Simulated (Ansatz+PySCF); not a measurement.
Results of a calculation; reference values are marked as such.
Input for PySCF 2.14.0:

```python
from pyscf import gto, scf, cc

mol = gto.M(atom="""
Al 0.000000 0.000000 0.000000
P 0.000000 0.000000 2.560000
""", basis='sto-3g', charge=0, spin=2)
mf = scf.UHF(mol)
mf.kernel()
mycc = cc.CCSD(mf, frozen=10).run()
et = mycc.ccsd_t()
print(mf.e_tot, mycc.e_corr, et, mycc.e_tot + et)
```

The script is written out from the run's settings.

Output:

```yaml
Converged: yes
Reference_energy: -575.74174 hartree
CCSD_correlation_energy: -0.05660 hartree
Triples_correction: -0.00496 hartree
Total_energy: -575.80330 hartree
Spin_squared_of_the_determinant: 2.037
```

This is not the lowest solution: another run reaches a determinant 1.72 eV lower. Caution: another reference gives a lower total.
